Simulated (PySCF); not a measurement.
BCl₃, SMILES ClB(Cl)Cl. Coordinates come from a PBE-D3(BJ)/def2-SVP optimisation. The isomer is the one that the SMILES or the coordinates give; other isomers of the formula were not compared.

Computed equilibrium geometry at PBE-D3(BJ)/def2-SVP (PySCF confirms it by a frequency run) as bond lengths and angles, and its point group:
point group D3h.
Atoms: B1 Cl2 Cl3 Cl4. Bonds (Å): B1–Cl2 1.753, B1–Cl3 1.753, B1–Cl4 1.753. Bond angles (°): Cl2–B1–Cl3 120.0, Cl2–B1–Cl4 120.0, Cl3–B1–Cl4 120.0.
